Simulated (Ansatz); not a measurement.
# BNH₃ (quartet): from Hartree-Fock to the top rungs at distance B1–H4 along a hydrogen transfer = 1.706 Å, cc-pVDZ

One table from this session's results is given with a row withheld; the runs are named, their logs left out.

The runs use Ansatz 0.2.0, Gaussian basis; cc-pVDZ, core rule «outside noble gas», up to 2 orbitals frozen.

Plan: UHF; CCSD(T) on ROHF; CCSD(T) on UHF; BCCD(T) on ROHF; CISD; CCSDT(Q) on ROHF; CCSDT(Q) on UHF; CASSCF and MRCISD+Q, 5 electrons in 5 orbitals; CASSCF and NEVPT2, 5 electrons in 5 orbitals.

16 further runs of the same task are left out: 8 for a known fault of the program, 4 that didn't finish, 4 set aside as unsound or not needed.

## The system

The geometry derives from fragments relaxed apart (PBE0/def2-TZVP) and kept rigid, so it is no stationary point. A hydrogen atom is moved between rigid fragments.

5 atoms, charge 0, spin multiplicity 4.

Atoms are counted from 1 here; the program's logs count them from 0.

Bond lengths: B1–H2 1.193 Å, B1–H3 1.193 Å, H4–N5 1.126 Å. Angles: H2–B1–H3 120.0°.

Set-up of the first run:

in.yaml

```yaml
crystal:
  periodic: [false, false, false]
  atoms:
    - {symbol: B, position_ang: [-1.443297, 0.000000, 0.000000]}
    - {symbol: H, position_ang: [-2.040030, 1.033571, 0.000000]}
    - {symbol: H, position_ang: [-2.040030, -1.033571, 0.000000]}
    - {symbol: H, position_ang: [0.262703, 0.000000, 0.000000]}
    - {symbol: N, position_ang: [1.388703, 0.000000, 0.000000]}
basis:
  gaussian: {orbitals: cc-pVDZ}
magnetization: {spin_polarized: true, initial_magnetization: 3}
hamiltonian: {xc: hf}
output: {orbitals: {seedname: orbitals}}
```

Run with:

```bash
$ ansatz run in.yaml --threads 1 --pin off --events-out ev --progress --plain --max-ram 2393MiB
```

Among the steps run: UHF; CCSD(T) on ROHF; CCSD(T) on UHF; BCCD(T) on ROHF; CISD; CCSDT(Q) on ROHF; CCSDT(Q) on UHF; CASSCF and MRCISD+Q, 5 electrons in 5 orbitals; CASSCF and NEVPT2, 5 electrons in 5 orbitals.

One table of the session follows, with a row left open; its other results are not shown here.

| method | from UCCSDT(Q) (kJ/mol) |
| --- | --- |
| ROHF | +623.8 |
| UHF | +588.3 |
| RMP2 | +119.4 |
| UMP2 | +120.3 |
| CISD | +51.3 |
| RCCSD | ? |
| UCCSD | +12.8 |
| RCCSD(T) | +2.9 |
| UCCSD(T) | +2.8 |
| BCCD(T) | +2.9 |
| RCCSDT | +0.7 |
| UCCSDT | +0.5 |
| RCCSDT(Q) | +0.2 |
| UCCSDT(Q) | 0 |
| CASSCF pair | +547.6 |
| NEVPT2 pair | +112.1 |

Estimate the missing values for RCCSD.

**Answer.** from UCCSDT(Q) (kJ/mol): +13.5. In the column «from UCCSDT(Q) (kJ/mol)» it lies between UCCSD (+12.8) and CISD (+51.3).

Not comparable, so not listed: CASSCF and MRCISD+Q, 5 electrons in 5 orbitals (they don't share determinant, frozen orbitals or solution with the rows shown, or repeat one).

Limits of these values: Restricted and unrestricted rows rest on different reference determinants; where their highest levels disagree by more than a few hundredths of an eV, they describe different states and don't form one ladder. Warnings in the runs' records: passed over end.
